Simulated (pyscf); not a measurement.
One four-centre exchange on the singlet surface with elements of a group swapped. ωB97M-D3(BJ)/def2-TZVP, kJ/mol, from the separated reactants. Structures and frequencies: ωB97X-D3(BJ)/def2-SVP in PySCF.

| step | barrier | reaction energy | imaginary mode (i cm⁻¹) |
|---|---|---|---|
| `[BH2][Cl]` + `[CH4]` → `[CH3][BH][Cl]` + `[H][H]` | … | … | 1168 |
| `[BH2][F]` + `[CH4]` → `[CH3][BH][F]` + `[H][H]` | 145.3 | +9.6 | 1248 |

Q: What belongs in the gaps?

A: 
- `[BH2][Cl]` + `[CH4]` → `[CH3][BH][Cl]` + `[H][H]`, barrier: 120.7
- `[BH2][Cl]` + `[CH4]` → `[CH3][BH][Cl]` + `[H][H]`, reaction energy: +11.5

Each row is the saddle that its search found.
